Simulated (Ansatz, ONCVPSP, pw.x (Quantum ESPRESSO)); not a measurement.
# Ce (Z = 58) (fcc): variants of one ONCV potential in the solid

cerium, optimised norm-conserving Vanderbilt (ONCV), made with ONCVPSP 4.0.1 (LDA (Perdew-Wang 92), scalar-relativistic). Core [Kr] 4d10, reference 4f1 5s2 5p6 5d1.5 6s1.5. Waves: 5s+6s: rc 2.70 bohr, ncon 5, nbas 10, qcut 5.5 1/bohr, 2 projectors; 5p: rc 2.70 bohr, ncon 5, nbas 9, qcut 5 1/bohr, 2 projectors, debl 3.3 Ha; 5d: rc 3.55 bohr, ncon 5, nbas 10, qcut 3.8 1/bohr, 1 projector; 4f: rc 1.80 bohr, ncon 4, nbas 9, qcut 11.3 1/bohr, 2 projectors, debl 3.3 Ha. Local part: polynomial inside 1.50 bohr (lpopt 5, dvloc0 -1 Ha). Core correction: Teter function fitted to the true core (icmod 2), fcfact 0.5.

Crystal test: fcc Ce in pw.x 7.5, no spin, 12³ k-points, Fermi–Dirac smearing 0.01 Ry, cutoffs set for each file from its atomic test. The reference is all-electron LAPW (Ansatz 0.2.0) with the same functional, mesh and smearing; V0 and B0 come from Birch–Murnaghan fits to the pressures at five volumes. Errors are pseudo minus all-electron; Δ is the rms difference of the E(V) curves that follow from these fits, minima aligned, over ±6 % about the mean V0. Mesh and smearing are coarse, so the numbers serve the comparison and aren't converged zero-temperature values; the lattice is a test structure that the element need not adopt. Spin polarisation and strong correlation are left out, which matters for this element.

All-electron: a0 = 4.538 Å (V0 = 23.37 Å³/atom), B0 = 51.0 GPa.

Base: The largest radius (3.55 bohr) exceeds half the bond length (3.03 bohr), so the spheres overlap, which is one possible source of error among others. The generator flags a localised state at positive energy (s at 5 eV).

3 further variants are left out: they gave no file fit for a test, a broken result, the same result as the base, or pressures whose basis-set error rivals the error shown.

```csv
change,cutoffs (Ry),pw.x,a0 (Å),a0 error (%),B0 error (%),Δ (meV/atom),mean pressure error (GPa)
base,120/480,converged,4.530,-0.18,-1.4,1.5,-0.28
p: nbas 8,120/480,converged,4.531,-0.17,-1.5,1.4,-0.27
```

(1) Give the row for: core correction Teter function fitted to the true core (icmod 2), fcfact 0.98.

Results:

(1) pw.x: converged; mean pressure error (GPa): -0.29; a0 (Å): 4.530; a0 error (%): -0.19; B0 error (%): -1.6; Δ (meV/atom): 1.5.
